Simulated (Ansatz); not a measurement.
Mg2Si. Charge 0, multiplicity 3. Geometry B3LYP-D4/def2-TZVP; atoms count from 1.

```tsv
atom	x (Å)	y (Å)	z (Å)
Mg1	-1.619	-0.721	0.682
Mg2	0.874	0.348	-1.650
Si3	0.745	0.373	0.967
```

Another isomer (singlet) lies 0.06 eV lower at PBE0-D4/def2-TZVP.

(1) Estimate the Mulliken populations from the PBE0/def2-TZVP orbitals of Ansatz.

(2) Where does the spin sit?

(3) And the Mayer bond orders between bonded heavy atoms (over 0.3)?

Results:

(1) 
```tsv
atom	charge (e)	spin (α − β)
Mg1	0.20	0.34
Mg2	0.20	0.34
Si3	-0.41	1.33
```
Mulliken values and Mayer orders depend strongly on the basis.

(2) Summed by element: Mg 0.67, Si 1.33, of 2 unpaired in all. Largest on single atoms: Si3 1.33, Mg1 0.34, Mg2 0.34.

(3) Mg1–Si3 1.04 (2.62 Å); Mg2–Si3 1.04 (2.62 Å). Values over 0.3 also appear between atoms too far apart for a bond (Mg1–Mg2 0.40 at 3.58 Å); they arise where an orbital or an unpaired electron spreads over both atoms.
